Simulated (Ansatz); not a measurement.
Input file for Ansatz (a first-principles code): R-r2SCAN/def2-TZVPP on hydrogen peroxide (SMILES OO), atoms moved off the minimum.

Ansatz 0.2 input:
```yaml
crystal:
  periodic: [false, false, false]
  atoms:
    - {symbol: O, position_ang: [-0.76648882, -0.12645224, 0.18651800]}
    - {symbol: O, position_ang: [0.66454726, -0.05772820, -0.22997308]}
    - {symbol: H, position_ang: [-1.24722196, 0.45457816, -0.46521837]}
    - {symbol: H, position_ang: [1.06189573, 0.42586899, 0.42772120]}
basis:
  gaussian:
    orbitals: def2-TZVPP
hamiltonian:
  xc: {name: r2SCAN}
scf: {lower_state_search: off}
output: {forces: true}
```

The log:

```
WARN ansatz: RAYON_NUM_THREADS=1 ignored (pool sized by the plan → 1); use --threads N
Functional definition: r2SCAN
these checks for a lower state are left out or cut short: stability, starts, cluster_reference, orbital_swaps, neighbouring_geometries, increment
integrals: 0.01 GiB planned
420 factors; their error is unknown
mean field: 0.17 GiB planned
mean field evaluation 1: about -4120.7186 eV, gradient 4.2e1 eV
mean field evaluation 2: about -4118.1365 eV, gradient 5.7e1 eV
mean field evaluation 4: about -4123.4987 eV, gradient 3.7e0 eV
mean field evaluation 8: about -4123.5139 eV, gradient 2.1e-2 eV
mean field evaluation 16: about -4123.5139 eV, gradient 4.6e-6 eV
mean field -4123.51386964 eV, -151.5363396911 hartree, gradient 4.6e-6 eV, S^2 0.000000; 0 other end points of the search recorded, 0 dependent functions left out
the calculation of the forces begins
reference -4123.51387520 eV, -151.5363398955 hartree; 9, 9 occupied and 81, 81 virtual orbitals, 420 factors
Total energy: -4123.51387520 eV, -151.5363398955 hartree
Atom 0 at    -0.766489    -0.126452     0.186518 Å, force     0.440110     0.663403    -0.406519 eV/Å
Atom 1 at     0.664547    -0.057728    -0.229973 Å, force    -2.607919    -2.006935    -3.071509 eV/Å
Atom 2 at    -1.247222     0.454578    -0.465218 Å, force     1.142396    -0.635048     0.595364 eV/Å
Atom 3 at     1.061896     0.425869     0.427721 Å, force     1.025413     1.978580     2.882664 eV/Å
Dipole moment:    -0.026384     0.385532     0.016225 e Å
Checks for a lower state left out: stability, starts, cluster_reference, orbital_swaps, neighbouring_geometries, increment
```

Self-consistency was reached.

Cost: around 0.7 core-seconds (rough).
